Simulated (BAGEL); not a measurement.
**ROHF/6-31G(d) (density fitting with qzvpp-jkfit, spherical functions) run of Si3H7 (SMILES [SiH3][SiH][SiH3])**

Aim: the energy change on altering one bond length of Si3H7 at ROHF/6-31G* (density fitting with qzvpp-jkfit, spherical functions), from 2 runs. 

The results are computed with BAGEL 1.2.2.

**1. The molecule**

The species is Si3H7 (10 atoms), meant as a doublet with charge 0. SMILES: `[SiH3][SiH][SiH3]`. Geometry: relaxed at PBE0-D4/def2-TZVP.

Bond lengths: Si1–Si2 2.324 Å, Si2–Si3 2.324 Å, Si1–H4 1.487 Å, Si1–H5 1.487 Å, Si1–H6 1.490 Å, Si2–H7 1.491 Å, Si3–H8 1.487 Å, Si3–H9 1.490 Å, Si3–H10 1.487 Å. Some angles: Si1–Si2–Si3 117.3°, Si1–Si2–H7 113.2°, Si3–Si2–H7 113.2°, Si2–Si1–H4 108.6°, Si2–Si1–H5 110.1°, Si2–Si1–H6 112.2°, Si2–Si3–H8 108.6°, Si2–Si3–H9 112.2°, Si2–Si3–H10 110.1°, H4–Si1–H5 109.1°.

**2. The energy at ROHF/6-31G(d) (density fitting with qzvpp-jkfit, spherical functions)**

The input, input.json:

```json
{ "bagel" : [

{
  "title" : "molecule",
  "basis" : "6-31gs.json",
  "df_basis" : "qzvpp-jkfit",
  "angstrom" : true,
  "geometry" : [
    { "atom" : "Si", "xyz" : [   -1.326900,    0.854900,   -1.209200 ] },
    { "atom" : "Si", "xyz" : [    0.719400,   -0.131600,   -0.719600 ] },
    { "atom" : "Si", "xyz" : [    1.000400,   -1.003300,    1.416100 ] },
    { "atom" : "H", "xyz" : [   -2.411900,   -0.065200,   -0.777100 ] },
    { "atom" : "H", "xyz" : [   -1.443700,    1.089800,   -2.673000 ] },
    { "atom" : "H", "xyz" : [   -1.505500,    2.157900,   -0.508900 ] },
    { "atom" : "H", "xyz" : [    1.885800,    0.672200,   -1.184600 ] },
    { "atom" : "H", "xyz" : [   -0.178100,   -1.849500,    1.741300 ] },
    { "atom" : "H", "xyz" : [    1.115000,    0.064100,    2.449300 ] },
    { "atom" : "H", "xyz" : [    2.228500,   -1.840300,    1.468800 ] }
  ]
},
{
  "title" : "rohf",
  "nopen" : 1
},
{
  "title" : "print",
  "file" : "orbitals.molden",
  "orbitals" : true
}

]}
```

The basis set 6-31G* is read from a file made from the Basis Set Exchange's data (not shown).

Command:

```console
$ BAGEL_NUM_THREADS=1 BAGEL input.json > input.out
```

The program printed:

```text
* using 1 threads per process

  ===============================================================
  ===============================================================

  *** Geometry ***

  { "atom" : "Si", "xyz" : [     -2.507478,      1.615527,     -2.285057 ] },
  { "atom" : "Si", "xyz" : [      1.359469,     -0.248688,     -1.359847 ] },
  { "atom" : "Si", "xyz" : [      1.890482,     -1.895962,      2.676041 ] },
  { "atom" : "H", "xyz" : [     -4.557830,     -0.123210,     -1.468506 ] },
  { "atom" : "H", "xyz" : [     -2.728198,      2.059424,     -5.051238 ] },
  { "atom" : "H", "xyz" : [     -2.844983,      4.077840,     -0.961682 ] },
  { "atom" : "H", "xyz" : [      3.563646,      1.270274,     -2.238570 ] },
  { "atom" : "H", "xyz" : [     -0.336560,     -3.495048,      3.290580 ] },
  { "atom" : "H", "xyz" : [      2.107045,      0.121131,      4.628506 ] },
  { "atom" : "H", "xyz" : [      4.211255,     -3.477663,      2.775630 ] },

  Number of auxiliary basis functions:      510

  Since a DF basis is specified, we compute 2- and 3-index integrals:
    o Being stored without compression. Storage requirement is 0.019 GB

  Number of basis functions:       68
  Number of electrons      :       49

    * METHOD: MOLECULE                             0.22

  *** Open-shell HF ***

  === Nuclear Repulsion ===
   181.6728796347

      * DIIS with orbital gradients will be used.

  === ROHF iteration (6-31gs.json) ===
      0       -870.70461425          0.01732156           0.11
      1       -870.76249277          0.00554767           0.11
      2       -870.76874867          0.00192897           0.11
      3       -870.76985555          0.00054813           0.11
      4       -870.77002963          0.00024345           0.11
      5       -870.77006982          0.00005588           0.11
      6       -870.77010015          0.00001248           0.11
      7       -870.77010785          0.00000323           0.11
      8       -870.77010940          0.00000106           0.11
      9       -870.77010960          0.00000032           0.11
     10       -870.77010967          0.00000011           0.11
     11       -870.77010968          0.00000005           0.11
     12       -870.77010968          0.00000001           0.11
     13       -870.77010968          0.00000001           0.11
    * SCF iteration converged.

    * S^2 (ROHF) is 0.7500

    * Permanent dipole moment:
           (   -0.002987,    -0.004801,    -0.000561) a.u.

    * METHOD: ROHF                                 1.68

    * METHOD: PRINT                                0.01

  ===============================================================
```

Run time: 2.1 s. Hardware: 1 thread of Arm Neoverse V2, shared host; peak memory 0.11 GiB.

**3. The distorted shape at the same level**

The input, job.json:

```json
{ "bagel": [

{
  "title": "molecule",
  "basis": "6-31gs.json",
  "df_basis": "qzvpp-jkfit",
  "angstrom": "true",
  "geometry": [
    { "atom": "Si", "xyz": [   -0.973336,    1.108770,   -1.306764 ] },
    { "atom": "Si", "xyz": [    1.072964,    0.122270,   -0.817164 ] },
    { "atom": "Si", "xyz": [    1.353964,   -0.749430,    1.318536 ] },
    { "atom": "H", "xyz": [   -2.058336,    0.188670,   -0.874664 ] },
    { "atom": "H", "xyz": [   -1.090136,    1.343670,   -2.770564 ] },
    { "atom": "H", "xyz": [   -1.151936,    2.411770,   -0.606464 ] },
    { "atom": "H", "xyz": [    2.239364,    0.926070,   -1.282164 ] },
    { "atom": "H", "xyz": [   -0.178100,   -1.849500,    1.741300 ] },
    { "atom": "H", "xyz": [    1.468564,    0.317970,    2.351736 ] },
    { "atom": "H", "xyz": [    2.582064,   -1.586430,    1.371236 ] }
  ]
},
{
  "title": "rohf",
  "nopen": 1
},
{
  "title": "print",
  "file": "orbitals.molden",
  "orbitals": "true"
}

]}
```

The basis set 6-31G* is read from a file made from the Basis Set Exchange's data (not shown).

Command:

```console
$ BAGEL_NUM_THREADS=1 BAGEL job.json > job.out
```

The program printed:

```text
* using 1 threads per process

  ===============================================================
  ===============================================================

  *** Geometry ***

  { "atom" : "Si", "xyz" : [     -1.839338,      2.095272,     -2.469426 ] },
  { "atom" : "Si", "xyz" : [      2.027608,      0.231057,     -1.544216 ] },
  { "atom" : "Si", "xyz" : [      2.558621,     -1.416217,      2.491672 ] },
  { "atom" : "H", "xyz" : [     -3.889691,      0.356535,     -1.652875 ] },
  { "atom" : "H", "xyz" : [     -2.060058,      2.539168,     -5.235607 ] },
  { "atom" : "H", "xyz" : [     -2.176844,      4.557585,     -1.146051 ] },
  { "atom" : "H", "xyz" : [      4.231785,      1.750019,     -2.422939 ] },
  { "atom" : "H", "xyz" : [     -0.336560,     -3.495048,      3.290580 ] },
  { "atom" : "H", "xyz" : [      2.775184,      0.600876,      4.444137 ] },
  { "atom" : "H", "xyz" : [      4.879394,     -2.997918,      2.591260 ] },

  Number of auxiliary basis functions:      510

  Since a DF basis is specified, we compute 2- and 3-index integrals:
    o Being stored without compression. Storage requirement is 0.019 GB

  Number of basis functions:       68
  Number of electrons      :       49

    * METHOD: MOLECULE                             0.22

  *** Open-shell HF ***

  === Nuclear Repulsion ===
   180.1568570339

      * DIIS with orbital gradients will be used.

  === ROHF iteration (6-31gs.json) ===
      0       -870.66231242          0.01710361           0.11
      1       -870.72050226          0.00552029           0.11
      2       -870.72683944          0.00192854           0.11
      3       -870.72795293          0.00059247           0.11
      4       -870.72814436          0.00025698           0.11
      5       -870.72819062          0.00005768           0.11
      6       -870.72822458          0.00001618           0.11
      7       -870.72823177          0.00000477           0.11
      8       -870.72823350          0.00000157           0.11
      9       -870.72823391          0.00000043           0.11
     10       -870.72823400          0.00000017           0.11
     11       -870.72823403          0.00000007           0.11
     12       -870.72823403          0.00000002           0.11
     13       -870.72823403          0.00000001           0.11
    * SCF iteration converged.

    * S^2 (ROHF) is 0.7500

    * Permanent dipole moment:
           (   -0.240912,    -0.234454,     0.140127) a.u.

    * METHOD: ROHF                                 1.69

    * METHOD: PRINT                                0.01

  ===============================================================
```

Wall time 2.1 s (1 thread of Arm Neoverse V2, shared host); peak memory 0.11 GiB.

**4. What came out**

At ROHF/6-31G* (density fitting with qzvpp-jkfit, spherical functions):

| quantity | value |
| --- | --- |
| first shape: total energy | -870.77011 Eh |
| first shape: dipole moment | 0.01 D |
| first shape: ⟨S²⟩ | 0.750 |
| distorted shape: total energy | -870.72823 Eh |
| distorted shape: dipole moment | 0.93 D |
| distorted shape: ⟨S²⟩ | 0.750 |
| energy change with the Si3–H8 bond stretched from 1.487 to 1.933 Å | 1.139 eV |

In words: With the Si3–H8 bond stretched from 1.487 to 1.933 Å the energy rises by 1.14 eV (110 kJ/mol). The first shape isn't relaxed at this level, so the change isn't measured from a minimum.
